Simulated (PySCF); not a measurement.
# One molecule, many functionals

Compound: CS2.
SMILES: `S=C=S`

Linear-response calculations in the def2-SVPD basis (PySCF; singlets by full response, triplets Tamm–Dancoff, core orbitals frozen in the response; HF means time-dependent Hartree–Fock). 'Strongest' is the level of largest summed f among the singlets computed (10 roots, of which the last may lack a degenerate partner); it can jump between rows when another state enters that window. S1 is the lowest singlet of each run and needn't be the same state throughout; f(S1) is that of one state. Isolated species at its PBE0-D3(BJ)/def2-SVP geometry, gas phase.

```tsv
functional	kind	S1 (eV)	f(S1)	strongest (eV)	T1 (eV)	HOMO (eV)	gap (eV)	ionisation energy, ΔSCF (eV)
LDA	LDA	4.00	0.000	6.63	3.49	-7.01	4.00	10.35
PBE	GGA	4.02	0.000	6.59	3.39	-6.90	4.02	10.14
B3LYP	global hybrid, 20% exact exchange	3.95	0.000	6.64	3.34	-7.70	5.43	10.17
PBE0	global hybrid, 25% exact exchange	3.98	0.000	6.76	3.31	-7.96	5.84	10.19
BHandHLYP	global hybrid, 50% exact exchange	3.90	0.000	6.79	3.26	-8.81	7.63	10.00
CAM-B3LYP	range-separated hybrid	3.79	0.000	6.66	3.24	-9.07	8.02	not settled
wB97X-D	range-separated hybrid	3.83	0.000	6.75	3.36	-9.69	9.22	10.24
LC-wPBE	range-separated hybrid	3.64	0.000	6.75	3.11	-10.37	10.26	not settled
HF	Hartree–Fock	3.84	0.000	6.93	3.10	-10.23	11.32	not settled
```

S1 runs from 3.64 eV (LC-wPBE) to 4.02 eV (PBE), a spread of 0.38 eV, while the orbital gap spreads over 7.3 eV. −ε(HOMO) comes closest to its own ΔSCF ionisation energy with wB97X-D (-0.56 eV) and misses most with LDA (-3.34 eV). 'Not settled' means that the ion's SCF failed to converge or may have ended in another state than the lowest.
